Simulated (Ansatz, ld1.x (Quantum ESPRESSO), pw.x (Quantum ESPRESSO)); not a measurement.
**Equation-of-state test of one RRKJ potential (Br)**

ld1.x (Quantum ESPRESSO) 7.5 input, shortened:

```
&input
   title='Br', zed=35., rel=1, dft='PW', iswitch=3,
   config='[Ar] 3d10 4s1 4p6 4d-2'
 /
 &inputp
   pseudotype=2, tm=.false., rho0=0.02, lloc=-1, rcloc=1.35,
   nlcc=.true., rcore=0.95
 /
3
4S  1  0   1.00   0.00  1.35  1.35  0.0
4P  2  1   6.00   0.00  1.80  1.80  0.0
4D  3  2  -2.00   0.10  1.70  1.70  0.0
 &test
   configts(1)='4s1 4p6'
 /
```

Atomic tests: cutoffs needed: 60 Ry and 90 Ry (the cutoffs (Ry, on a coarse ladder) from which the occupation-weighted sum of valence levels, in a spherical-Bessel basis at the reference potential, stays within 10 and 1 mRy of its value at 400 Ry); ghost test: no extra level below or beside the all-electron valence levels (s, p, d, f tested) (spherical-Bessel basis up to 400 Ry, 20 bohr box); largest excitation error: +31 meV (all-electron minus pseudo) for 4s2 4p2, out of 7 test configurations.

Crystal test: fcc Br in pw.x 7.5, no spin, 13³ k-points, Fermi–Dirac smearing 0.01 Ry, cutoffs 110/440 Ry. The reference is all-electron LAPW (Ansatz 0.2.0) with the same functional, mesh and smearing; V0 and B0 come from Birch–Murnaghan fits to the pressures at five volumes. Errors are pseudo minus all-electron; Δ is the rms difference of the E(V) curves that follow from these fits, minima aligned, over ±6 % about the mean V0. Mesh and smearing are coarse, so the numbers serve the comparison and aren't converged zero-temperature values; the lattice is a test structure that the element need not adopt.

| V (Å³/atom) | P all-electron (GPa) | P pseudo (GPa) |
| --- | --- | --- |
| 21.917 | 2.67 | 2.26 |
| 22.494 | 1.23 | 0.86 |
| 23.071 | -0.01 | -0.35 |
| 23.648 | -1.07 | -1.38 |
| 24.225 | -1.98 | -2.27 |

All-electron: a0 = 4.519 Å (V0 = 23.07 Å³/atom), B0 = 45.8 GPa.

Pseudopotential: mean pressure error (GPa): -0.35; a0 (Å): 4.507; a0 error (%): -0.25; B0 error (%): +1.4; Δ (meV/atom): 1.7.

Task: At the middle volume, how do free energy and pressure move when the wave cutoff is lowered (ecutrho kept at four times it)?

Result:

```csv
cutoff (Ry),shift of F (meV/atom),shift of P (GPa)
50,+376.1,-4.70
66,+110.8,-3.16
88,+10.0,-0.58
```

The run at the middle volume (84 k-points, 6 iterations) took about 22 s on one core of a shared host (Intel(R) Xeon(R) 6975P-C, 192 threads, 756 GiB, load 46).
